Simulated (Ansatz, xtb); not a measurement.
Relative energy of two structures of OS2

We compare X, `O1SS1`, a singlet, with Y, a triplet given by its coordinates. Both are isolated molecules in the gas phase, relaxed with PBE0-D3(BJ)/def2-SVP.

X (Å):

```yaml
atoms:
  - { symbol: O, position_ang: [-0.4039, -0.2061, 0.4073] }
  - { symbol: S, position_ang: [1.2512, -0.3626, -0.0294] }
  - { symbol: S, position_ang: [0.1225, 1.3503, -0.0978] }
```

Y (Å):

```tsv
atom	x (Å)	y (Å)	z (Å)
O	-1.9050	-2.3502	0.7823
S	-0.6695	-3.1414	0.4567
S	0.3309	-3.4293	2.2971
```

Close contacts (Å): O1–S2 1.50, S2–S3 2.11.

**Question.** Estimate E(Y) − E(X) at the level CCSD(T)/def2-TZVPP.

**Answer.** Too close to call at this level: CCSD(T)/def2-TZVPP gives E(Y) − E(X) = −3.45 kJ/mol.

The same difference at several levels:

```json
{"level": "PBE0-D3(BJ)/def2-SVP", "geometry": "PBE0-D3(BJ)/def2-SVP", "E(Y) − E(X) (kJ/mol)": "−34.47", "departure from the last row (kJ/mol)": "−31.01", "job, with rough time for the two": "optimisation, 25 s"}
{"level": "HF/def2-TZVPP", "geometry": "PBE0-D3(BJ)/def2-SVP", "E(Y) − E(X) (kJ/mol)": "−125.17", "departure from the last row (kJ/mol)": "−121.72", "job, with rough time for the two": "part of the CCSD(T) run"}
{"level": "MP2/def2-TZVPP", "geometry": "PBE0-D3(BJ)/def2-SVP", "E(Y) − E(X) (kJ/mol)": "+40.14", "departure from the last row (kJ/mol)": "+43.60", "job, with rough time for the two": "part of the CCSD(T) run"}
{"level": "CCSD(T)/def2-TZVPP", "geometry": "PBE0-D3(BJ)/def2-SVP", "E(Y) − E(X) (kJ/mol)": "−3.45", "departure from the last row (kJ/mol)": "", "job, with rough time for the two": "single point, 33 s"}
```

The largest departure from CCSD(T)/def2-TZVPP is that of HF/def2-TZVPP, 121.72 kJ/mol. At CCSD(T)/def2-TZVPP a singlet with the links of Y lies below this triplet. Levels run at GFN2-xTB geometries aren't shown.

With harmonic frequencies from PBE0-D3(BJ)/def2-SVP (ideal gas, rigid rotor, one conformer each, 298.15 K, 1 atm): on the last row, ΔE + ΔZPE = −5.26, ΔH = −3.95, ΔG = −11.71 kJ/mol.

Open shells are spin-unrestricted. The correlated steps freeze 11 core orbitals. ΔG holds the spin degeneracy. Programs: Ansatz 0.2.0; the last row on 1 thread of Arm Neoverse V2 on a shared host.
